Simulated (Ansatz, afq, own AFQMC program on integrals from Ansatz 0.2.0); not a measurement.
GeH3O, doublet in cc-pVDZ along one coordinate

```xyz
5

Ge   -0.0355   -0.0143    0.3240
O     0.0804    0.1095   -1.4538
H     0.7510   -1.2726    0.7957
H     0.6191    1.2927    0.8260
H    -0.0874   -0.7275   -1.8934
```

One side is turned about Ge1–O2. Energies in eV count from this geometry (0.000 °) at the same level; the start stands on UHF, each point on the determinant named.

Basis cc-pVDZ. Noble-gas cores (and the filled d shells of Ga–Kr and In–Xe) are frozen. AFQMC by an in-house program on the Cholesky factors that Ansatz 0.2.0 writes for its CCSD(T) run. The CISD trial takes its coefficients from CCSD amplitudes. Released means that phaseless walkers are propagated on without the constraint, phases kept. Uncertainties: one standard error, sampling alone. No spin–orbit coupling.

Cautions, each for one point or more: inner d shell frozen; no relativity below Rb; no spin-orbit coupling.

```tsv
twist about Ge1–O2 / °	det.	T1	weight	⟨S²⟩	MP2	B2PLYP	CCSD(T)
17.700	UHF	0.017	0.89	0.75	0.002	0.006	0.003
42.700	UHF	0.016	0.89	0.75	0.028	0.042	0.033
75.000	UHF	0.015	0.89	0.75	0.065	0.085	0.073
120.000	UHF	0.017	0.89	0.75	0.054	0.060	0.055
```

(1) Estimate the curve of phaseless AFQMC with a CISD trial, counted from the same start.

Answers

(1) 
```json
{"twist about Ge1–O2 / °": "17.700", "det.": "UHF", "T1": "0.017", "weight": "0.89", "⟨S²⟩": "0.75", "ph-AFQMC/CISD": "-0.010 ± 0.019", "released AFQMC": "0.009 ± 0.025"}
{"twist about Ge1–O2 / °": "42.700", "det.": "UHF", "T1": "0.016", "weight": "0.89", "⟨S²⟩": "0.75", "ph-AFQMC/CISD": "0.034 ± 0.023", "released AFQMC": "0.029 ± 0.030"}
{"twist about Ge1–O2 / °": "75.000", "det.": "UHF", "T1": "0.015", "weight": "0.89", "⟨S²⟩": "0.75", "ph-AFQMC/CISD": "0.077 ± 0.026", "released AFQMC": "0.110 ± 0.033"}
{"twist about Ge1–O2 / °": "120.000", "det.": "UHF", "T1": "0.017", "weight": "0.89", "⟨S²⟩": "0.75", "ph-AFQMC/CISD": "0.082 ± 0.023", "released AFQMC": "0.058 ± 0.036"}
```

Weight is that of the determinant in the CISD state; at the start T1 is 0.017 and the weight 0.89, and ⟨S²⟩ is 0.75. Symmetry can't show for every point that it stays on the start's state. Largest departures from phaseless AFQMC with a CISD trial: CCSD(T) -0.027 eV at 120.000 (on UHF) (within the noise), released AFQMC 0.033 eV at 75.000 (on UHF) (within the noise), MP2 -0.029 eV at 120.000 (on UHF) (within the noise). The walk's constraint bias lies outside its error bars, so these are departures and not errors. The functionals aren't scored here. In this small basis the wave-function levels are far from their limit, so their gap to the functionals isn't the functionals' error.

Released energies are given only where the last usable release times agree within the noise; a slower fall can still hide under it.
